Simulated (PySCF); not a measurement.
Electronic absorption of cyclopropane

Compound: cyclopropane, C3H6.
Z-matrix (Å and degrees, GFN2-xTB geometry), rows numbered from 1:
```
C 
C   1  1.4963
C   1  1.4963  2   60.00
H   1  1.0794  2  118.31  3  -108.13
H   1  1.0793  2  118.26  3   108.14
H   2  1.0793  1  118.37  3   108.14
H   2  1.0792  1  118.28  3  -108.03
H   3  1.0792  1  118.29  2  -108.14
H   3  1.0792  1  118.28  2   108.16
```

Method: TDDFT PBE0/def2-SVPD, vertical, gas phase, core orbitals frozen in the response (PySCF).

| state | E (eV) | E (hartree) | f | symmetry | main configurations (H = HOMO, L = LUMO) |
| --- | --- | --- | --- | --- | --- |
| S1 | 8.23 | 0.3024 | 0.0008 | – | H-1/H→L (99%) |
| S2 | 8.23 | 0.3024 | 0.0008 | – | H-1/H→L (99%) |
| S3 | 8.84 | 0.3248 | 0.0000 | – | H-1/H→L+1/L+2 (≥89%) |
| S4 | 8.91 | 0.3274 | 0.0000 | – | H-1/H→L+1/L+2 (≥89%) |
| S5 | 8.94 | 0.3285 | 0.097 | E′ | H-1/H→L+1/L+2 (98%) |
| S6 | 8.94 | 0.3285 | 0.097 | E′ | H-1/H→L+1/L+2 (98%) |
| S7 | 9.02 | 0.3314 | 0.0000 | – | H-1/H→L+3 (99%) |
| S8 | 9.02 | 0.3315 | 0.0000 | – | H-1/H→L+3 (99%) |

Triplets (Tamm–Dancoff): T1 8.03 eV, H-1/H→L (≥96%); T2 8.03 eV, H-1/H→L (≥96%).

The lowest singlet level (S1/S2) comes at 151 nm (794 kJ/mol) in the vacuum ultraviolet; it is very weak. The most intense listed level is S5/S6 at 8.94 eV (139 nm, f = 0.195 summed), 0.71 eV above S1. S1/S2, S5/S6 and S7/S8 lie within about 0.01 eV of each other in each set; the point group D3h has degenerate representations, and within a degenerate level the listed configurations can mix freely. Löwdin shares by element: HOMO (one of a set within 0.03 eV) carbon 84% (atoms not listed hold the other 16%); LUMO carbon 55%, hydrogen 8% or more (atoms not listed hold the other 37%). The oscillator strengths of these states sum to 0.196; summed over the whole spectrum of an exact calculation they would give the number of electrons, 24 (Thomas–Reiche–Kuhn). The listed states span 0.79 eV, and the widest gap between neighbours is 0.61 eV (S2 to S3). Weighted by f, the mean energy of these states is 8.93 eV. No computed singlet lies in the visible range (380 to 750 nm); the lowest, at 151 nm, stands 4.97 eV above its violet end (3.26 eV). Symmetry labels in D3h follow from the direction of the transition dipole and are given only for states with f of 0.002 or more. Orbitals of the list HOMO-3 to LUMO+2 that lie within 0.01 eV of each other are written together with a slash and their weights summed (≥ marks a lower bound); for degenerate orbitals outside that list single weights are arbitrary. The window holds the lowest 8 singlets.
